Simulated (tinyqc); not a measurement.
CIS and TDHF on RHF in the sto-6g basis, frozen core, for HF, spin multiplicity 1, step by step. One step of it, computed by the program tinyqc.

Task: TDHF (RPA) singlet states. B(ia,jb) = 2 (ia|jb) - (ib|ja); the squared energies are the eigenvalues of (A - B)(A + B); 1 hartree = 27.211386 eV.

CIS matrix A, singlet (hartree), lower triangle:
```
          2>6       3>6       4>6       5>6
2>6  1.420665
3>6  0.034903  0.740017
4>6  0.000000  0.000000  0.343362
5>6  0.000000  0.000000  0.000000  0.343362
```

Two-electron integrals over orbitals (pq|rs), unique and non-zero (hartree); the lowest 1 orbital is frozen and left out:
```
(22|22) 0.868237    (32|22) -0.039423   (32|32) 0.146351    (33|22) 0.723424
(33|32) -0.027027   (33|33) 0.714139    (42|42) 0.186727    (43|42) -0.033859
(43|43) 0.040014    (44|22) 0.891146    (44|32) -0.072556   (44|33) 0.712163
(44|44) 0.998085    (52|52) 0.186727    (53|52) -0.033859   (53|53) 0.040014
(54|54) 0.053789    (55|22) 0.891146    (55|32) -0.072556   (55|33) 0.712163
(55|44) 0.890506    (55|55) 0.998085    (62|22) -0.105853   (62|32) -0.065481
(62|33) -0.028166   (62|44) -0.103355   (62|55) -0.103355   (62|62) 0.092564
(63|22) -0.209193   (63|32) 0.088503    (63|33) -0.106336   (63|44) -0.225302
(63|55) -0.225302   (63|62) 0.045979    (63|63) 0.208885    (64|42) -0.034275
(64|43) -0.019641   (64|64) 0.029793    (65|52) -0.034275   (65|53) -0.019641
(65|65) 0.029793    (66|22) 0.657029    (66|32) 0.057055    (66|33) 0.661741
(66|44) 0.635760    (66|55) 0.635760    (66|62) -0.060606   (66|63) -0.018805
(66|66) 0.696637
```

Give: TDHF matrix B, singlet; squared energies w^2; TDHF energies from the positive w^2.

Result:

TDHF matrix B, singlet (hartree), lower triangle:
```
       2>6    3>6    4>6    5>6
2>6  0.093
3>6  0.046  0.209
4>6  0.000  0.000  0.030
5>6  0.000  0.000  0.000  0.030
```

squared energies w^2 (hartree^2): 0.117  0.117  0.501  2.011

TDHF energies from the positive w^2 (eV): 9.308  9.308  19.269  38.584
